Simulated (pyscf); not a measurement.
**Insertion: `[O]=[Ge]` [singlet] + `[FH]` -> `[O]=[GeH][F]`**

Gas phase, singlet surface, charge 0. Bonds broken: F3–H4. Bonds formed: Ge1–F3, Ge1–H4. Structures and frequencies: ωB97X-D3(BJ)/def2-SVP in PySCF. MP2 and CC: frozen core, UHF for open shells. ΔMP2 is the change of the MP2 total energy from the triple- to the quadruple-zeta basis.

Transition state (Å):

```xyz
4

Ge     0.3285     0.4524    -0.7795
O      1.7841     0.9280    -1.2827
F     -0.0299     0.1673     1.1160
H     -0.9392    -0.0019     0.0751
```

One imaginary mode, 1435i cm⁻¹; descent along it reached the two sides named.

```json
[
 {"bond": "F3–H4", "change": "breaks", "reactant side (Å)": "0.926", "saddle": "1.392", "product side": "2.571"},
 {"bond": "Ge1–F3", "change": "forms", "reactant side (Å)": "2.7", "saddle": "1.950", "product side": "1.730"},
 {"bond": "Ge1–H4", "change": "forms", "reactant side (Å)": "3.3", "saddle": "1.595", "product side": "1.523"}
]
```

Electronic energies relative to the separated reactants (eV):

| level | barrier | reaction energy | reverse barrier |
|---|---|---|---|
| ωB97X-D3(BJ)/def2-TZVP | 1.92 | -0.12 | 2.04 |
| PBE/def2-TZVP | 1.51 | -0.01 | 1.52 |
| r²SCAN/def2-TZVP | 1.59 | -0.18 | 1.77 |
| B3LYP-D3(BJ)/def2-TZVP | 1.89 | +0.07 | 1.81 |
| PBE0-D3(BJ)/def2-TZVP | 1.79 | -0.08 | 1.87 |
| M06-2X/def2-TZVP | 1.96 | -0.22 | 2.18 |
| ωB97M-D3(BJ)/def2-TZVP | 2.03 | +0.10 | 1.93 |
| HF/def2-TZVP | 2.77 | -0.03 | 2.80 |
| MP2/def2-QZVPP | 2.10 | +0.16 | 1.94 |
| CCSD/def2-TZVPP | 2.26 | +0.05 | 2.20 |
| CCSD(T)/def2-TZVPP | 2.10 | +0.08 | 2.03 |
| CCSD(T)/def2-TZVPP + ΔMP2(QZVPP) | 2.13 | +0.15 | 1.98 |

With CCSD(T)/def2-TZVPP + ΔMP2(QZVPP) energies and thermal terms (ideal gas, 1 atm, RRHO with modes under 100 cm⁻¹ raised to 100, one conformer, R ln 2 for rigid chiral ones), in eV:

```
T (K)   ΔH‡   ΔG‡     ΔH     ΔG
-----  ----  ----  -----  -----
298    2.02  2.39  +0.12  +0.49
600    2.01  2.76  +0.12  +0.87
900    2.02  3.13  +0.14  +1.24
1200   2.03  3.50  +0.17  +1.61
```

The same reactants have a lower exit, to HO–Ge:–F [singlet] (barrier -0.31 eV at ωB97M-D3(BJ), against +2.03 eV here). O=GeH–F lies 2.14 eV over its isomer HO–Ge:–F [singlet], and others may lie lower still (electronic energy, ωB97M-D3(BJ)). One saddle was located; it need not be the lowest between these sides. The CCSD(T) − MP2 part came from Ansatz, without density fitting, on the same reference. The frozen core leaves the outer d or s,p core shells of the metals and heavy elements correlated in the MP2 and CC values, and def2-TZVPP describes them poorly, which can shift differences by a few kcal/mol. Elements up to Kr have no core potential and no relativistic terms here.
